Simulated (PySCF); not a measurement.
**Exercise with solution: entropy of an ideal gas**

C2F4, SMILES FC(=C(F)F)F (connectivity only; charge and spin as stated), charge -1, multiplicity 2.

Geometry: TPSSh-D3(BJ)/def2-SVPD. The spin state was assumed, not searched.

PySCF with TPSSh-D3(BJ)/def2-SVPD gives the harmonic wavenumbers 122, 187, 202, 403, 429, 502, 537, 760, 763, 957, 1039, 1415 cm⁻¹ and the rotational temperatures 0.2428, 0.1441, 0.1022 K. The molar mass is 100.02 g/mol, the symmetry number 2, the spin multiplicity 2.

### Question
Work out the entropy at 298.15 K and 1 atm in the rigid-rotor, harmonic-oscillator model.

### Answer

Translation (Sackur–Tetrode at 1 atm): S = R[1.5 ln M + 2.5 ln T − 1.16487] = 166.2 J/(mol K).
Rotation: q = (√π/σ) T^1.5/√(θA θB θC) = 76300, S = R[ln q + 3/2] = 105.9 J/(mol K).
Vibration: with u = 1.4388 ν/T, each mode gives R[u/(e^u − 1) − ln(1 − e^−u)]:
```json
[
 {"ν (cm⁻¹)": "122", "modes": "1", "u": "0.59", "S (J/(mol K))": "12.84"},
 {"ν (cm⁻¹)": "187", "modes": "1", "u": "0.90", "S (J/(mol K))": "9.44"},
 {"ν (cm⁻¹)": "202", "modes": "1", "u": "0.97", "S (J/(mol K))": "8.85"},
 {"ν (cm⁻¹)": "403", "modes": "1", "u": "1.94", "S (J/(mol K))": "3.98"},
 {"ν (cm⁻¹)": "429", "modes": "1", "u": "2.07", "S (J/(mol K))": "3.61"},
 {"ν (cm⁻¹)": "502", "modes": "1", "u": "2.42", "S (J/(mol K))": "2.73"},
 {"ν (cm⁻¹)": "537", "modes": "1", "u": "2.59", "S (J/(mol K))": "2.39"},
 {"ν (cm⁻¹)": "760", "modes": "1", "u": "3.67", "S (J/(mol K))": "1.01"},
 {"ν (cm⁻¹)": "763", "modes": "1", "u": "3.68", "S (J/(mol K))": "1.00"},
 {"ν (cm⁻¹)": "957", "modes": "1", "u": "4.62", "S (J/(mol K))": "0.47"},
 {"ν (cm⁻¹)": "1039", "modes": "1", "u": "5.01", "S (J/(mol K))": "0.33"},
 {"ν (cm⁻¹)": "1415", "modes": "1", "u": "6.83", "S (J/(mol K))": "0.07"}
]
```
These are all the modes. Sum 46.7 J/(mol K).
Spin: R ln 2 = 5.8 J/(mol K).
Total 324.6 J/(mol K); the program's own thermochemistry gives 324.6. Translation makes up 51 % and vibration 14 %. Anharmonicity, hindered rotation and orbital degeneracy are left out.
